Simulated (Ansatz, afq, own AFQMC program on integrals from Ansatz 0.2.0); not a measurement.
BeBH3, singlet: AFQMC among the cluster methods

```xyz
5

B     0.0000    0.0000    0.8223
Be    0.0000    0.0000   -1.0509
H     0.0000    1.0032    1.4842
H     0.0000   -1.0032    1.4842
H     0.0000    0.0000   -2.3921
```

Connectivity, by distances: BH2–BeH.

Basis cc-pVDZ. Only valence electrons are correlated. Integrals, coupled cluster, full CI and functionals: Ansatz 0.2.0; the random walks run on the same integrals in our own AFQMC program. The CISD trial takes its coefficients from CCSD amplitudes. Released means that phaseless walkers are propagated on without the constraint, phases kept. Free projection: walkers drawn from exp(T), propagated without any constraint. Its projection time is finite, and what remains of the start isn't in its error. ± is one standard error of the sampling.

Determinant: RHF, the one that the program's search chose, which needn't be the lowest solution. The geometry is a point of a scan.

No full CI on the walks' own integrals is used here; CCSDT(Q) serves as the reference and is uncertain by about the last step of the cluster series.

* T1 diagnostic: 0.0075
* weight of the determinant in the CISD state: 0.911
* size of the correlated space: 8 electrons in 41 orbitals

Reference: CCSDT(Q), correlation energy -4.322 eV. The released energy is read at 2.40 1/Eh (meV from the phaseless value at times in 1/Eh: 2 ± 6 at 0.24, 2 ± 6 at 0.51, -4 ± 5 at 0.99, -1 ± 6 at 1.62, -10 ± 7 at 2.40).

| level | E − E(reference) (kcal/mol) | share of correlation (%) |
| --- | --- | --- |
| HF | 99.68 | 0.00 |
| MP2 | 23.13 | 76.79 |
| CCSD | 2.17 | 97.83 |
| CCSD(T) | 0.47 | 99.53 |
| CCSDT | 0.06 | 99.94 |
| ph-AFQMC/HF | -1.38 ± 0.71 | 101.38 |
| ph-AFQMC/CISD | 0.13 ± 0.16 | 99.87 |
| released AFQMC | -0.09 ± 0.16 | 100.09 |
| free AFQMC | -0.01 ± 0.22 | 100.01 |

Free projections are given only where their last times agree within the noise and don't stop above the reference; a slow remainder of the start can still hide under it. A walk keeps the symmetry of its determinant, which the program's search chose and which needn't be the lowest solution, so a lower state of the same spin and another symmetry isn't excluded. Released energies are given only where the last usable release times agree within the noise; a slower fall can still hide under it.
